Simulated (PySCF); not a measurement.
Symmetry of computed structures. Method used: PBE0-D3(BJ)/def2-SVP geometry optimisation, gas phase in PySCF 2.14.0. The symmetry is that of the one conformer found, every atom within 0.08 Å of its image; none is proved a minimum here.

Problem. What symmetry has `[Br][Co][Br]` [quartet]?

Solution. D∞h; linear; symmetry number 2; dipole forbidden by symmetry (computed 0.03 D).

Problem. What symmetry has CH3BH2 (`BC`)?

Solution. Cs; near-prolate asymmetric top; symmetry number 1; 2 operations, which sort the 7 atoms into 5 sets; dipole 0.79 D, in the ac plane, which is the mirror; A, B, C = 94415, 21554, 19632 MHz.

Problem. `[CH2:1]=[CH:2][C@@H:3]1[CH2:4][CH2:5][C@H:6]([B:7]([OH:8])[OH:9])[CH2:10]1` with C1–C2–C3–C4 -119°, C5–C6–B7–O8 150°, C6–B7–O8–H 177°, C6–B7–O9–H -177°, C2–C3–C4–C5 -149°, C3–C4–C5–C6 -2°, C4–C5–C6–B7 149°, C5–C6–C10–C3 -42°: symmetry, top, dipole?

Solution. C1; near-prolate asymmetric top; symmetry number 1; this conformer is chiral (no improper operation); dipole 3.09 D.

Problem. What symmetry has `[CH2:1]1[CH2:2][CH2:3][O:4][CH2:5]1` with C5–C1–C2–C3 37°, C1–C2–C3–O4 -30°, C2–C3–O4–C5 10°, C3–O4–C5–C1 14°?

Solution. C2; near-oblate asymmetric top; symmetry number 2; 2 operations, which sort the 13 atoms into 7 sets; this conformer is chiral (no improper operation); dipole 1.76 D, along a, the twofold axis; A, B, C = 7172, 7075, 4059 MHz; heavy atoms equivalent by symmetry: C1/C2, C3/C5.
